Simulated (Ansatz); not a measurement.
# C2H5NO (singlet): from Hartree-Fock to the top rungs, 6-31G*

Aim: climb from Hartree-Fock through coupled cluster and multireference methods for C2H5NO (singlet) at one geometry and basis, and see what each rung misses.

Program: Ansatz 0.2.0, Gaussian basis. Level of theory: 6-31G*, core rule «outside noble gas», up to 4 orbitals frozen. These are calculated values, not measurements.

The runs, in order: UHF; CCSD(T) on RHF; BCCD(T) on RHF; CISD; CCSDT(Q) on RHF; CASSCF and MRCISD+Q, 8 electrons in 8 orbitals; CASSCF and MRCISD+Q(relaxed), 8 electrons in 8 orbitals; CASSCF and NEVPT2, 8 electrons in 8 orbitals.

18 further runs of the same task are left out: 18 set aside as unsound or not needed.

### 1 The geometry

The geometry is an MP2(full)/6-31G* stationary point (not a proven minimum).

9 atoms, charge 0, spin multiplicity 1.

Atoms are counted from 1 here; the program's logs count them from 0.

Bond lengths: O1–C2 1.227 Å, C2–N3 1.373 Å, C2–C4 1.514 Å, N3–H5 1.010 Å, N3–H9 1.011 Å, C4–H6 1.089 Å, C4–H7 1.093 Å, C4–H8 1.094 Å. Angles: O1–C2–N3 122.1°, O1–C2–C4 123.3°, N3–C2–C4 114.6°, C2–N3–H5 120.8°, C2–N3–H9 116.4°, H5–N3–H9 117.2°, C2–C4–H6 108.5°, C2–C4–H7 111.3°, C2–C4–H8 110.2°, H6–C4–H7 109.7°, H6–C4–H8 108.9°, H7–C4–H8 108.2°.

### 2 UHF

in.yaml reads:

```yaml
crystal:
  periodic: [false, false, false]
  atoms:
    - {symbol: O, position_ang: [0.382196, 1.266141, 0.013154]}
    - {symbol: C, position_ang: [0.034808, 0.088906, 0.000871]}
    - {symbol: N, position_ang: [0.943168, -0.939420, -0.043790]}
    - {symbol: C, position_ang: [-1.413825, -0.349548, 0.004976]}
    - {symbol: H, position_ang: [0.665602, -1.885132, 0.175062]}
    - {symbol: H, position_ang: [-2.039579, 0.524039, -0.170357]}
    - {symbol: H, position_ang: [-1.603192, -1.100153, -0.766566]}
    - {symbol: H, position_ang: [-1.674463, -0.783890, 0.974934]}
    - {symbol: H, position_ang: [1.910783, -0.692457, 0.116986]}
basis:
  gaussian: {orbitals: "6-31G*"}
magnetization: {spin_polarized: true, initial_magnetization: 0}
hamiltonian: {xc: hf}
output: {orbitals: {seedname: orbitals}}
```

Command:

```sh
$ ansatz run in.yaml --threads 1 --pin off --events-out ev --progress --plain --max-ram 2560MiB --backend cpu
```

After this run come: CCSD(T) on RHF; BCCD(T) on RHF; CISD; CCSDT(Q) on RHF; CASSCF and MRCISD+Q, 8 electrons in 8 orbitals; CASSCF and MRCISD+Q(relaxed), 8 electrons in 8 orbitals; CASSCF and NEVPT2, 8 electrons in 8 orbitals.

**Question.** What will the summary of the whole plan be? Wanted: RCCSDT(Q) below the RHF energy; RMP2 from RCCSDT(Q); RCCSD from RCCSDT(Q); RCCSD(T) from RCCSDT(Q); T1 diagnostic.

The runs gave:

```
                         quantity        value
   RCCSDT(Q) below the RHF energy  -17.5508 eV
              RMP2 from RCCSDT(Q)  +1343.2 meV
             RCCSD from RCCSDT(Q)   +577.4 meV
          RCCSD(T) from RCCSDT(Q)    +66.2 meV
levels within 1 kcal/mol (43 meV)         none
                    T1 diagnostic        0.015
```

RCCSD(T) misses by +66.2 meV, 0.4 % of the correlation energy. These misses are within one basis, not against nature.
